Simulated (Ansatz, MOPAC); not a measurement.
Species: BeH (charge +1, singlet). SMILES of the parent species: [BeH]

Atoms: Be1, H2. Bonds: Be1-H2.

Bond lengths (Å) and angles (degrees) optimised at PM7 with MOPAC; MNDO with MOPAC; HF/6-31G* with Ansatz (an electronic-structure program); MP2/6-31G* with Ansatz, each started from the B3LYP-D3(BJ)/def2-TZVP structure (Ansatz) of the last column. A row stands for all coordinates that are equal there. 6-31G* holds six Cartesian d functions.

```
coordinate    PM7   MNDO  HF/6-31G*  MP2/6-31G*  B3LYP-D3(BJ)/def2-TZVP
----------  -----  -----  ---------  ----------  ----------------------
Be1-H2      1.303  1.247      1.313       1.321                   1.322
```

Mean signed difference of all 1 bond lengths from B3LYP-D3(BJ)/def2-TZVP: PM7 -0.019 Å, MNDO -0.075 Å, HF/6-31G* -0.009 Å, MP2/6-31G* -0.001 Å.
